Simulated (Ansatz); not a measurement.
A run of Ansatz (development build ahead of 0.2.0) on singlet CH2O at this shape:

```
atom    x (Å)    y (Å)    z (Å)
   C   0.0119   0.0383  -0.5575
   O   0.0829   0.0471   0.6783
   H  -0.0319  -0.9824  -1.1199
   H  -0.0330   0.8562  -1.1194
```

Its results:

- Converged: yes
- Reference energy: -112.33889 hartree
- Correlation energy: -0.11950 hartree
- Total energy: -112.45839 hartree
- Spin squared of the determinant: 0.000

Task: Which input gives this output? Name the method, the orbitals and the basis set, and write the input.

Result: RHF-MP2 in STO-3G. An unrestricted run that stays on the closed shell gives the same numbers.

```yaml
crystal:
  periodic: [false, false, false]
  atoms:
    - { symbol: C, position_ang: [0.0119, 0.03828, -0.55753] }
    - { symbol: O, position_ang: [0.08293, 0.04707, 0.67827] }
    - { symbol: H, position_ang: [-0.03188, -0.98241, -1.11993] }
    - { symbol: H, position_ang: [-0.03297, 0.85618, -1.1194] }
basis:
  gaussian: { orbitals: STO-3G }
hamiltonian:
  xc: hf
correlation:
  method: mp2
  frozen_orbitals: { C: 1, H: 0, O: 1 }
```
